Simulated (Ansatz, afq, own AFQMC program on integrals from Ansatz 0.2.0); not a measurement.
Where AFQMC and coupled cluster stand for MgPH2, quartet

```xyz
4

P     0.0073    0.0769    1.1641
Mg    0.0073    0.0164   -1.5257
H     0.0073   -1.2440    1.6870
H    -0.4050   -1.5142   -0.6697
```

Connectivity, by distances: PH–MgH.

Basis cc-pVDZ. Only valence electrons are correlated. Integrals, coupled cluster, full CI and functionals: Ansatz 0.2.0; the random walks run on the same integrals in our own AFQMC program. The CISD trial takes its coefficients from CCSD amplitudes. Released means that phaseless walkers are propagated on without the constraint, phases kept. Free AFQMC starts from the CCSD state and is never constrained. Its projection time is finite, and what remains of the start isn't in its error. ± is one standard error of the sampling.

Determinant: UHF, the one that the program's search chose, which needn't be the lowest solution. The geometry is a point of a scan.

No full CI on the walks' own integrals is used here; CCSDT(Q) serves as the reference and is uncertain by about the last step of the cluster series.

Cautions: lower spins were not checked.

```
T1 diagnostic                               : 0.0222
weight of the determinant in the CISD state : 0.895
⟨S²⟩ of the determinant                     : 3.783
size of the correlated space                : 9 electrons in 36 orbitals
```

Reference: CCSDT(Q), correlation energy -4.206 eV. The released energy is read at 2.40 1/Eh (meV from the phaseless value at times in 1/Eh: -6 ± 8 at 0.24, -1 ± 7 at 0.51, -7 ± 9 at 0.99, -12 ± 9 at 1.62, 4 ± 9 at 2.40).

| level | E − E(reference) (meV) | share of correlation (%) |
| --- | --- | --- |
| HF | 4205.6 | 0.00 |
| MP2 | 1004.6 | 76.11 |
| CCSD | 138.0 | 96.72 |
| CCSD(T) | 33.0 | 99.22 |
| CCSDT | 5.1 | 99.88 |
| ph-AFQMC/HF | 84.7 ± 35.7 | 97.99 |
| ph-AFQMC/CISD | 6.6 ± 6.7 | 99.84 |
| released AFQMC | 10.8 ± 9.2 | 99.74 |
| free AFQMC | 7.9 ± 9.6 | 99.81 |

Free projections are given only where their last times agree within the noise and don't stop above the reference; a slow remainder of the start can still hide under it. Released energies are given only where the last usable release times agree within the noise; a slower fall can still hide under it.
